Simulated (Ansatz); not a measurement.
Species: CHO2, charge -1, multiplicity 1. It need not be the lowest isomer of its formula. Whether it binds its extra electron was not tested at this geometry. 
Structure (B3LYP-D3(BJ)/def2-TZVP (Ansatz, a first-principles code) minimum search):
SMILES: O=C[O-]
```xyz
4

O     -1.0507    -0.4762    -0.0074
C     -0.0756     0.3038     0.0079
O      1.1514     0.0719    -0.0031
H     -0.3513     1.4113     0.0366
```
Charge -1, spin multiplicity 1.

Basis-set convergence of Hartree-Fock and MP2 correlation energies (hartree) with Ansatz. Correlated levels leave the core frozen unless marked. Spin-orbit coupling is left out. Non-relativistic. This anion needs diffuse functions, which these sets lack.

| basis | functions | E(HF) | E(corr, MP2) |
|---|---|---|---|
| cc-pVDZ | - | -188.19509 | -0.49933 |
| cc-pVTZ | 104 | -188.26328 | -0.63717 |
| cc-pVQZ | 195 | ? | ? |

Question: What belongs in the gaps?

Answer: 
- cc-pVQZ, E(HF): -188.28239
- cc-pVQZ, E(corr, MP2): -0.68877
